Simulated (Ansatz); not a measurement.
## What a trial cell of Zr2Ge relaxes into

Computed with DFT PBE, scalar-relativistic, plane waves, PAW (Ansatz 0.2.0). Cutoff 420 eV, Γ-centred k mesh, Gaussian smearing, no spin polarisation in the final step.

Zr2Ge was placed on the cubic Laves (C15) structure type (Fd-3m, No. 227), with Ge in place of Mg, Zr in place of Cu, at a guessed volume.

```
CELL_PARAMETERS angstrom
0.00000 3.70041 3.70041
3.70041 0.00000 3.70041
3.70041 3.70041 0.00000
ATOMIC_POSITIONS crystal
Zr 0.62500 0.62500 0.62500
Zr 0.12500 0.62500 0.62500
Zr 0.62500 0.62500 0.12500
Zr 0.62500 0.12500 0.62500
Ge 0.00000 0.00000 0.00000
Ge 0.25000 0.25000 0.25000
```

Cell and atoms relax at zero pressure; the relaxation can't lower the symmetry of the start. After a coarse first stage the cell is made exact in the group found at 0.06 Å.

Energies over the elements count from the elements' standard structures at the same level, with no empirical corrections.

**Question.** Which crystal results?

**Answer.** It keeps Fd-3m (No. 227). The result has the cubic Laves (C15) structure. Conventional cell: a = 8.048 Å. Zr has 6 Zr at 2.85 Å and 6 Ge at 3.34 Å; Ge is coordinated by 12 Zr at 3.34 Å and 4 Ge at 3.48 Å.

```xyz
6
Lattice="0.0000 4.0241 4.0241 4.0241 0.0000 4.0241 4.0241 4.0241 0.0000" Properties=species:S:1:pos:R:3 pbc="T T T"
Zr    5.0301    5.0301    5.0301
Zr    5.0301    3.0181    3.0181
Zr    3.0181    3.0181    5.0301
Zr    3.0181    5.0301    3.0181
Ge    0.0000    0.0000    0.0000
Ge    2.0120    2.0120    2.0120
```

**Question.** What are its volume, energy, density and gap?

**Answer.** The volume per atom is 21.72 Å³, the density is 6.50 g/cm³ and the energy over the elements is 0.24 eV/atom. The gap on the 8×8×8 mesh is 0 eV (a metal).

The final run used a 8×8×8 mesh on its 6-atom cell and 0.10 eV smearing. The k mesh leaves about 4 meV/atom of noise in metals. Symmetry constrained the relaxation, so the result can be a saddle point.

Cost: 3 runs of about 0.62 core-minutes in all, on Intel Xeon 6975P-C (Granite Rapids) (shared hosts).